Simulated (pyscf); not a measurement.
PySCF, gas phase, ωB97X-D3(BJ)/def2-SVP geometries.

SMILES: [NH2][Nb]([NH2])([Cl])([Cl])[Cl]
```xyz
10

N      0.6426     0.1146    -1.1985
Nb    -0.8775     0.5158    -0.1201
N     -1.2727    -1.1436     0.8383
Cl    -2.6488    -0.1650    -1.4912
Cl     0.1022     1.1499     1.9086
Cl    -1.4096     2.7383    -0.5530
H      1.1279    -0.7775    -1.2573
H      1.0540     0.8194    -1.8110
H     -0.9894    -1.3073     1.8024
H     -2.0003    -1.7923     0.5447
```

Q: How much does it cost (ΔH, 298 K, ωB97M-D3(BJ)/def2-TZVP) to split `[NH2][Nb]([NH2])([Cl])([Cl])[Cl]` at its N–Nb bond into NH₂• + [H₂N–Nb(Cl)(Cl)–Cl]•?

A: N–Nb to NH₂• + [H₂N–Nb(Cl)(Cl)–Cl]•: 261.7 kJ/mol. The 7 functionals that were run give +261.7 (ωB97M-D3(BJ)/def2-TZVP) to +291.8 kJ/mol (PBE). The radicals are drawn with the spin at the cut bond; how far it spreads was not checked. Other isomers of [H₂N–Nb(Cl)(Cl)–Cl]• were not searched in full and may lie lower. Open-shell species with a d-block atom are single-reference here; other states, and whether the spin sits on metal or ligand, were not checked. Elements past Kr carry the def2 core potentials, without spin-orbit coupling.
